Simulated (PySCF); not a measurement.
CH5P.
Bonds: C1–P2 (double). Hydrogens: H3, H4 on C1; H5, H6, H7 on P2.

Computed with PySCF at PBE0/def2-SVPD, non-relativistic, on one gas-phase PBE0-D3(BJ)/def2-SVP geometry that isn't relaxed in the solvent. The solvent is an IEF-PCM continuum (Bondi radii, 1.10 Å for H, scaled by 1.2), and excitations are vertical TDDFT with non-equilibrium linear response and a frozen core. Specific hydrogen bonds and non-electrostatic terms are outside this model.

Gas-phase singlets (H = HOMO, L = LUMO):

```tsv
state	E (eV)	λ (nm)	f	leading configuration
S1	4.467	278	0.011	H→L 89%
S2	4.688	264	0.000	H→L+2 99%
S3	4.760	260	0.065	H→L+1 85%
S4	5.950	208	0.088	H→L+3 91%
S5	6.637	187	0.013	H→L+4 99%
```

Problem. What are the lowest 5 singlets in dimethylsulfoxide (ε = 46.83)?

Solution. 
```csv
state,E (eV),λ (nm),f,leading configuration,change by rank (eV)
S1,4.746,261,0.059,H→L 99%,+0.279
S2,5.127,242,0.000,H→L+2 99%,+0.439
S3,5.189,239,0.083,H→L+1 98%,+0.429
S4,6.126,202,0.134,H→L+3 95%,+0.176
S5,6.895,180,0.012,H→L+4 98%,+0.258
```

Problem. The ground-state energy changes by -0.220 eV from gas to dimethylsulfoxide. By how much does the total energy of gas-phase S2 change?

Solution. E(S2) = E(S0) + excitation energy, so it changes by -0.220 + 0.439 = +0.219 eV: it isn't lowered at all, while the ground state is. This is the vertical state, with the slow part of the continuum still set for S0.

Problem. How do the frontier levels move from gas to dimethylsulfoxide?

Solution. 
```
orbital  gas (eV)  solvent (eV)  change (eV)                  Löwdin shares, gas              Löwdin shares, solvent
 LUMO+2      0.84          1.21        +0.37   P2 48 %, H5 16 %, H6 16 %, C1 8 %  P2 48 %, H5 16 %, H6 15 %, C1 10 %
 LUMO+1      0.55          0.90        +0.35  P2 27 %, H7 23 %, C1 19 %, H6 11 %  P2 29 %, H7 29 %, H6 13 %, H5 13 %
   LUMO      0.40          0.68        +0.28  P2 42 %, H5 17 %, H6 16 %, C1 10 %  P2 35 %, C1 28 %, H5 10 %, H6 10 %
   HOMO     -5.41         -5.51        -0.10    C1 53 %, P2 24 %, H7 7 %, H3 6 %    C1 54 %, P2 23 %, H7 7 %, H3 7 %
 HOMO-1    -10.44        -10.30        +0.14  C1 36 %, P2 18 %, H4 15 %, H3 15 %  C1 32 %, P2 21 %, H4 13 %, H3 13 %
 HOMO-2    -10.86        -10.70        +0.16    C1 34 %, P2 32 %, H6 8 %, H5 8 %   P2 36 %, C1 28 %, H6 10 %, H5 9 %
 HOMO-3    -11.51        -11.30        +0.21   P2 42 %, H7 28 %, C1 15 %, H6 5 %   P2 39 %, H7 25 %, C1 22 %, H4 4 %
```

The HOMO–LUMO gap goes from 5.81 to 6.19 eV. Rows go by rank; for LUMO, LUMO+1 and LUMO+2 the atom shares or the degeneracy differ between the runs, so the row needn't follow one orbital.

On Arm Neoverse N1, one thread, shared host with 64 logical CPUs at a one-minute load of 34, this took 3.9 s of wall time and 0.38 GiB of memory at its peak. This is the whole response run at PBE0/def2-SVPD in dimethylsulfoxide, SCF included.
